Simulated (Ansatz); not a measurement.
A structure relaxed at PBE0-D4/def2-TZVP, charge 0, multiplicity 1:

| atom | x (Å) | y (Å) | z (Å) |
| --- | --- | --- | --- |
| C1 | -1.2169 | 0.1143 | -0.4167 |
| C2 | 0.2919 | 0.0713 | -0.4766 |
| C3 | 0.9411 | -0.0302 | 0.8836 |
| Cl4 | 0.8067 | -1.3317 | -1.4868 |
| H5 | -1.6512 | 0.1781 | -1.4146 |
| H6 | -1.6077 | -0.7795 | 0.0741 |
| H7 | -1.5355 | 0.9895 | 0.1571 |
| H8 | 0.6733 | 0.9419 | -1.0128 |
| H9 | 0.6684 | 0.8418 | 1.4852 |
| H10 | 0.6021 | -0.9276 | 1.4054 |
| H11 | 2.0277 | -0.0680 | 0.8020 |

Q: Give its formula and SMILES.

A: C3H7Cl, `CC(C)Cl`.

Q: Point group (tolerance 0.08 Å, 0.16 Å for H)?

A: Cs.

Q: Summarise the bond lengths by kind.

A: 2 × C–C 1.511 Å; 7 × C–H 1.090 to 1.094 Å; 1 × C–Cl 1.804 Å.

All numbers were calculated with Ansatz.
